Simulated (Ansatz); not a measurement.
Two members of one family (Series AlH2X), computed with Ansatz in the gas phase. The two geometries come from different levels. Binding counts from free atoms in the multiplicity of their measured ground term, without zero-point energy. The structures are stationary points that may keep the symmetry of their start.

First: AlH2(CCH) (singlet, charge 0, PBE-D4/def2-TZVP geometry).

```xyz
6

Al    0.329   -1.186   -0.380
H     1.542   -1.352   -1.392
H    -0.496   -2.425    0.178
C    -0.160    0.573    0.187
C    -0.471    1.700    0.546
H    -0.744    2.689    0.862
```

```
             level  HOMO (eV)  LUMO (eV)  gap (eV)  binding per atom (eV)
   PBE-D4/def2-SVP      -6.73      -2.62      4.11                   3.82
 BLYP-D4/def2-TZVP      -6.68      -2.56      4.12                   3.75
B3LYP-D4/def2-TZVP      -7.79      -2.10      5.69                   3.74
  PBE0-D4/def2-SVP      -7.96      -1.85      6.11                   3.75
 PBE0-D4/def2-TZVP      -8.02      -1.88      6.13                   3.73
```

Second: AlH2(NH2) (singlet, charge 0, r2SCAN-D4/def2-TZVP geometry).

```xyz
6

Al   -0.5338    0.1992    0.6050
H    -1.0678    1.6880    0.6556
H    -0.9373   -0.9322    1.6353
N     0.5991   -0.2257   -0.6842
H     1.0082   -1.1375   -0.8178
H     0.9316    0.4081   -1.3939
```

Estimate the same table for the second.


```
             level  HOMO (eV)  LUMO (eV)  gap (eV)  binding per atom (eV)
   PBE-D4/def2-SVP      -6.06      -1.21      4.85                   3.02
 BLYP-D4/def2-TZVP      -6.08      -1.28      4.80                   3.04
B3LYP-D4/def2-TZVP      -7.31      -0.85      6.47                   3.05
  PBE0-D4/def2-SVP      -7.42      -0.45      6.97                   2.98
 PBE0-D4/def2-TZVP      -7.56      -0.63      6.93                   2.99
```
